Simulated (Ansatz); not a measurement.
in.yaml

```yaml
crystal:
  periodic: [false, false, false]
  atoms:
    - {symbol: Cl, position_ang: [0.000000, 0.000000, -1.778800]}
    - {symbol: B, position_ang: [0.000000, 0.000000, -0.086600]}
    - {symbol: Ge, position_ang: [0.000000, 0.000000, 1.865400]}
basis:
  gaussian: {orbitals: STO-3G}
magnetization: {spin_polarized: false, initial_magnetization: 4}
hamiltonian: {pseudopotentials: {relativity: scalar}}
correlation: {active_space: {window: {electrons: 6, orbitals: 5}, fixed_orbitals: true}}
scf: {lower_state_search: full}
output: {forces: true}
```

```sh
$ ansatz run in.yaml --threads 1 --pin off --events-out ev --progress --plain --max-ram 2393MiB
```

Log:

```
332 factors; integrals over basis functions are off by at most 4.1e-5 eV
mean field evaluation 1: about -69344.5983 eV, gradient 9.8e0 eV
mean field evaluation 2: about -69344.6326 eV, gradient 9.8e0 eV
mean field evaluation 4: about -69345.5627 eV, gradient 1.2e0 eV
mean field evaluation 8: about -69345.6031 eV, gradient 7.5e-3 eV
mean field evaluation 16: about -69345.6031 eV, gradient 1.6e-5 eV
mean field evaluation 32: about -69278.9782 eV, gradient 1.1e2 eV
mean field evaluation 64: about -69286.4200 eV, gradient 1.2e2 eV
mean field evaluation 96: about -69336.8540 eV, gradient 2.3e1 eV
mean field evaluation 128: about -69345.6031 eV, gradient 2.7e-5 eV
mean field evaluation 160: about -69345.6031 eV, gradient 2.0e-6 eV
mean field -69345.60307372 eV, -2548.4039088212 hartree, gradient 5.5e-6 eV, S^2 6.000000; 8 other end points of the search recorded, 0 dependent functions left out
reference -69345.60307372 eV, -2548.4039088212 hartree; 29, 25 occupied and 3, 7 virtual orbitals, 332 factors
state -69345.60307372 eV, -2548.4039088212 hartree
the calculation of the forces begins
Total energy: -69345.60307372 eV, -2548.4039088212 hartree
Relativity: scalar
Atom 0 at     0.000000     0.000000    -1.778800 Å, force     0.000000    -0.000000    -2.389350 eV/Å
Atom 1 at     0.000000     0.000000    -0.086600 Å, force    -0.000000     0.000000     3.568415 eV/Å
Atom 2 at     0.000000     0.000000     1.865400 Å, force     0.000000     0.000000    -1.179065 eV/Å
Dipole moment:    -0.000000     0.000000     0.683396 e Å
```

Forces (eV/Å):
```
Cl   0.000  0.000 -2.389
B    0.000  0.000  3.568
Ge   0.000  0.000 -1.179
```

Ran on 1 thread of AMD EPYC, shared host: 3.6 s wall, 0.1 GiB peak host memory.
